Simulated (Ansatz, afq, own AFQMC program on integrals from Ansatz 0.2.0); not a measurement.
# H3S⁺, triplet in 6-31G along one coordinate

```xyz
4

S     0.0000   -0.0391    0.0000
H     0.0000    1.3184    0.0000
H     0.0000   -0.0372    1.5201
H     0.0000   -0.0372   -1.5201
```

The S1–H3 distance is changed with both sides rigid. Energies in kJ/mol count from this geometry (1.520 Å) at the same level; the start stands on UHF, each point on the determinant named.

Basis 6-31G. Noble-gas cores (and the filled d shells of Ga–Kr and In–Xe) are frozen. Integrals, coupled cluster, full CI and functionals: Ansatz 0.2.0; the random walks run on the same integrals in our own AFQMC program. The CISD trial takes its coefficients from CCSD amplitudes. Released means that phaseless walkers are propagated on without the constraint, phases kept. Error bars are statistical, one sigma.

Cautions, each for one point or more: lower spins were not checked.

```json
{"r(S1–H3) / Å": "1.236", "det.": "UHF", "T1": "0.011", "weight": "0.95", "⟨S²⟩": "2.02", "wB97M-V": "88.2", "B3LYP": "95.2", "CCSD(T)": "92.4"}
{"r(S1–H3) / Å": "1.848", "det.": "UHF", "T1": "0.016", "weight": "0.94", "⟨S²⟩": "2.03", "wB97M-V": "-26.3", "B3LYP": "-26.1", "CCSD(T)": "-40.5"}
{"r(S1–H3) / Å": "2.461", "det.": "UHF", "T1": "0.010", "weight": "0.95", "⟨S²⟩": "2.01", "wB97M-V": "-59.4", "B3LYP": "-49.8", "CCSD(T)": "-91.6"}
{"r(S1–H3) / Å": "3.298", "det.": "UHF", "T1": "0.011", "weight": "0.95", "⟨S²⟩": "2.01", "wB97M-V": "-67.9", "B3LYP": "-51.9", "CCSD(T)": "-104.4"}
{"r(S1–H3) / Å": "5.134", "det.": "UHF", "T1": "0.011", "weight": "0.95", "⟨S²⟩": "2.01", "wB97M-V": "-65.4", "B3LYP": "-48.5", "CCSD(T)": "-103.9"}
```

Task: Estimate the curve of full CI, counted from the same start.

Result: 
```
r(S1–H3) / Å  det.     T1  weight  ⟨S²⟩     FCI  ph-AFQMC/CISD  released AFQMC
       1.236   UHF  0.011    0.95  2.02    92.6    92.5 ± 0.09     92.6 ± 0.06
       1.848   UHF  0.016    0.94  2.03   -40.5   -40.5 ± 0.09    -40.6 ± 0.05
       2.461   UHF  0.010    0.95  2.01   -91.3    -91.3 ± 0.1    -91.4 ± 0.06
       3.298   UHF  0.011    0.95  2.01  -104.1  -104.2 ± 0.09   -104.1 ± 0.05
       5.134   UHF  0.011    0.95  2.01  -103.5  -103.8 ± 0.08   -103.7 ± 0.05
```

Weight is that of the determinant in the CISD state; at the start T1 is 0.017 and the weight 0.94, and ⟨S²⟩ is 2.05. Symmetry can't show for every point that it stays on the start's state. Largest departures from full CI: CCSD(T) -0.3 kJ/mol at 5.134 (on UHF), ph-AFQMC/CISD -0.2 kJ/mol at 5.134 (on UHF), released AFQMC -0.1 kJ/mol at 1.848 (on UHF). The functionals aren't scored here. In this small basis the wave-function levels are far from their limit, so their gap to the functionals isn't the functionals' error.

A walk keeps the symmetry of its determinant, which the program's search chose and which needn't be the lowest solution, so a lower state of the same spin and another symmetry isn't excluded. Released energies are given only where the last usable release times agree within the noise; a slower fall can still hide under it.
